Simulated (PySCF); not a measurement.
Gas-phase reaction: H2S2 + 2 C3H7 (n-propyl) + H2S ⇌ 3 (CH3)2S

Computed with PySCF and rigid-rotor harmonic-oscillator thermochemistry at 1 bar. † marks an energy on the PBE0/def2-TZVP geometry and frequencies; other levels use their own. Open shells (unrestricted): C3H7 (n-propyl) (multiplicity 2); the rest are closed-shell singlets.

PBE0/def2-TZVP gives ΔH°(298 K) = -299 kJ.

**Question.** What do BLYP/def2-TZVP†, PBE0/def2-QZVP†, M06-2X/def2-TZVP† give?

**Answer.** BLYP/def2-TZVP†: -278 kJ; PBE0/def2-QZVP†: -297 kJ; M06-2X/def2-TZVP†: -322 kJ. For scale, ΔH°(298 K) is -299 kJ at this level, -316 kJ at ωB97M-V/def2-TZVP†, and runs from -360 to -178 kJ over the 19 levels computed († marks an energy on the PBE0/def2-TZVP geometry).
